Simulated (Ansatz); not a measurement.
Other spins and charges of GaC, quartet at one geometry

Geometry (PBE0/def2-TZVP stationary point for this spin):

```yaml
atoms:
  - { symbol: C, position_ang: [0.0000, 0.0000, 0.0000] }
  - { symbol: Ga, position_ang: [0.0000, 0.0000, 2.0016] }
```

Basis cc-pVTZ; Ansatz 0.2.0. Only valence electrons are correlated (noble-gas cores and the filled d shells of p-block atoms frozen). Prefix R: restricted or restricted open-shell reference; prefix U: unrestricted. No spin–orbit coupling is included, and no scalar relativity.

Gaps are energies of the second state less the first, at fixed atoms, for a selection of the levels run; each method lands on the state that its own search finds for that charge and spin.

Unrestricted rows (U, and Kohn–Sham where it breaks symmetry) aren't spin-pure: their determinants' ⟨S²⟩ exceeds S(S+1) by up to 0.64, so they mix in states of higher spin. A value is left out where its run failed or describes another state than the reference as far as symmetry and spin tell, or, spin-broken singlets apart, can't be checked.

Removing an electron, to the triplet: 8.643 eV at UCCSDT(Q).

Large singles or doubles amplitudes warn of static correlation in the GaC⁺ triplet.

```csv
level,gap (eV),error (meV),⟨S²⟩ where 0.1 over S(S+1) (first / second)
UHF,8.012,-631,– / 2.64
UMP2,8.819,176,– / 2.64
UCCSDT,8.649,6,– / 2.64
PBE,8.811,168,– / –
r2SCAN,8.924,281,– / 2.19
PBE0,8.868,225,– / 2.14
B3LYP,8.868,225,– / –
wB97M-V,8.885,242,– / 2.13
B2PLYP,8.767,124,– / 2.23
RPA-PBE,8.786,143,– / –
```

Functionals correlate the shells that the reference freezes, so part of their error here is the reference's.

Full CI isn't at hand for all of this; UCCSDT(Q) serves as the reference, and is uncertain by about the last step of the cluster series.
